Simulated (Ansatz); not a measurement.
**Worked example: C4H9F + CCl3F → C3H6F2 + C2H3Cl3**

Species: C4H9F `CC(C)CF`, singlet; CCl3F (trichlorofluoromethane) `FC(Cl)(Cl)Cl`, singlet; C3H6F2 `CC(F)CF`, singlet; C2H3Cl3 (1,1,1-trichloroethane) `CC(Cl)(Cl)Cl`, singlet. The partners trade CH3 for F; both sit on C, so the bond types are kept.

Shapes, held fixed at every level: PBE0-D4/def2-TZVP. Flexible molecules stand in one conformer, not always the lowest. Programs: Ansatz 0.2.0. The zero-point and thermal change to 298 K, harmonic and unscaled (PBE0-D4/def2-TZVP), is +1.0 kJ/mol.

At CCSD(T)/CBS estimate; 1 Eh = 2625.50 kJ/mol:

| species | energy (Eh) |
| --- | --- |
| C4H9F | -257.425196 |
| CCl3F | -1517.149520 |
| C3H6F2 | -317.346508 |
| C2H3Cl3 | -1457.238799 |

**Question.** Work out ΔH(298 K) of the reaction at this level.

**Answer.** 
1. Products less reactants: (-317.346508) + (-1457.238799) − [(-257.425196) + (-1517.149520)] = -0.010591 Eh = -27.8 kJ/mol.
2. With the thermal change: -27.8 + (+1.0) = -26.8 kJ/mol.

Other levels give -28.0 (BHLYP-D4/def2-TZVPP) to -15.8 kJ/mol (PBE-D4/def2-TZVPP). No measured value is set beside it here. The CBS estimate extrapolates MP2 from def2-TZVPP and def2-QZVPP and adds CCSD(T) − MP2 in the triple-zeta set, cores frozen.
